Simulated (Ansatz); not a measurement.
Basis-set extrapolation for `C/C(O)=C\C=S` (PBE0-D4/def2-TZVP geometry, frozen core, Ansatz). Multiplicity 1, RHF reference.

```
                      def2-TZVPP   def2-QZVPP
                 HF  -627.426119  -627.447975
    MP2 correlation    -1.058708    -1.134421
CCSD(T) correlation    -1.151659      not run
```

Energies in hartree. Use E(X) = E(∞) + A·exp(−7.88·√X) for Hartree–Fock and E(X) = E(∞) + B·X^(−2.97) for correlation, with X = 3 and 4, and add CCSD(T) minus MP2 of the smaller set to the MP2 limit.

What is the CCSD(T) energy at the basis-set limit?

HF limit: -627.447975 + (-0.021856) × 0.13774 = -627.45099. MP2 limit: -1.134421 + (-0.075713) × 0.74074 = -1.19050. Higher-order term: -1.151659 − (-1.058708) = -0.09295. Total: -628.73444 hartree, 98.3 kcal/mol below CCSD(T)/def2-TZVPP.
